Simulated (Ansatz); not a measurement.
Reaction (SMILES): [NH+]#[C-] (C-NH) → C atom + H atom + N atom
B3LYP-D3(BJ)/def2-TZVP geometries, fixed; electronic energies without zero-point terms.

Energies in hartree at MP2 with Ansatz (an electronic-structure program); the atomisation energy is their sum with the coefficients shown, times 627.509 kcal/mol a hartree. All functions are spherical. Cores are frozen. Open shells are unrestricted. No added dispersion term, no relativity.

```tsv
species	coefficient	part	cc-pVDZ	cc-pVTZ	cc-pVQZ
[C-]#[NH+] (C-NH)	-1	Hartree-Fock	-92.86622	-92.89264	-92.89921
[C-]#[NH+] (C-NH)	-1	correlation	-0.27089	-0.33204	-0.35429
C atom	+1	Hartree-Fock	-37.68654	-37.69157	-37.69331
C atom	+1	correlation	-0.05176	-0.06692	-0.07206
H atom	+1	Hartree-Fock	-0.49928	-0.49981	-0.49995
N atom	+1	Hartree-Fock	-54.39111	-54.40069	-54.40372
N atom	+1	correlation	-0.07074	-0.09593	-0.10388
```

Predict the atomisation energy in cc-pV5Z (X = 5): let each Hartree-Fock step shrink by the ratio of the last two, and fit each correlation energy at X = 3 and 4 to E + A/X^3. Compare with the run.


- [C-]#[NH+] (C-NH): steps -0.02642 and -0.00657, ratio 0.249, so Hartree-Fock -92.90085 (run: -92.90059); A = (-0.33204 - (-0.35429))/(1/27 - 1/64) = 1.0391, correlation -0.35429 - A/64 + A/125 = -0.36221 (run: -0.36310).
- C atom: steps -0.00503 and -0.00174, ratio 0.346, so Hartree-Fock -37.69391 (run: -37.69368); A = (-0.06692 - (-0.07206))/(1/27 - 1/64) = 0.2401, correlation -0.07206 - A/64 + A/125 = -0.07389 (run: -0.07415).
- H atom: steps -0.00053 and -0.00014, ratio 0.264, so Hartree-Fock -0.49999 (run: -0.49999).
- N atom: steps -0.00958 and -0.00303, ratio 0.316, so Hartree-Fock -54.40468 (run: -54.40444); A = (-0.09593 - (-0.10388))/(1/27 - 1/64) = 0.3713, correlation -0.10388 - A/64 + A/125 = -0.10671 (run: -0.10709).
Predicted 303.64 kcal/mol; the run in cc-pV5Z gives 303.93, a miss of -0.29. Keeping the value in cc-pVQZ, 301.57, would miss by -2.36. All sums are of the energies as printed.
